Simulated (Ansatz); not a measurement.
H₃S⁺, singlet: the ladder up to RCCSDTQ

Geometry: a point of a stretch scan, not a stationary point.

```xyz
4

S    -0.0075   -0.0001   -0.0675
H     1.4092    0.0150    0.8392
H    -0.5960    0.9874    0.6539
H    -0.5749   -0.9999    0.6538
```

Basis cc-pVDZ; Ansatz 0.2.0. Only valence electrons are correlated (noble-gas cores frozen), which leaves 8 electrons in 28 orbitals. Prefix R: restricted or restricted open-shell reference. Active spaces: valence = (8e, 7o) chosen from the atoms' valence shells; pair = (2e, 2o) about the gap.

Full CI isn't at hand for all of this; RCCSDTQ serves as the reference, and is uncertain by about the last step of the cluster series.

```
UHF ⟨S²⟩                          : 0.000
T1 diagnostic (RCCSD)             : 0.0107
largest doubles amplitude (RCCSD) : 0.078
```

```tsv
level	E − E(RCCSDTQ) (kJ/mol)	share of correlation (%)	wall time
RHF	482.6	0.00	–
RMP2	87.3	81.90	–
CISD	38.5	92.03	1.6 s
RCCSD	13.8	97.15	–
RCCSD(T)	2.3	99.52	0.7 s
BCCD(T)	2.3	99.52	1.7 s
RCCSDT	0.7	99.85	–
RCCSDT(Q)	0.1	99.99	3.8 s
CASSCF (pair space)	417.0	13.61	–
NEVPT2 (pair space)	73.9	84.68	1.4 s
MRCISD (pair space)	27.0	94.41	–
MRCISD+Q (pair space)	-0.7	100.14	1.7 s
CASSCF (valence space)	312.6	35.23	–
NEVPT2 (valence space)	67.1	86.09	2.9 s
MRCISD (valence space)	14.5	96.99	–
MRCISD+Q (valence space)	-0.3	100.06	5.5 s
```

The correlation energy at RCCSDTQ, counted from RHF, is -5.002 eV. That run took 64 s on 1 thread of AMD EPYC, shared host.

Times hold each run's SCF and search for its determinant on a shared host, so for small cases they say little of a method's own cost; they ran on 1 thread of AMD EPYC.

Natural occupations of CASSCF (valence space) about the gap: 1.994 1.977 1.972 1.939 0.062 0.032 0.023; effectively unpaired electrons, Σ n²(2−n)², 0.04.
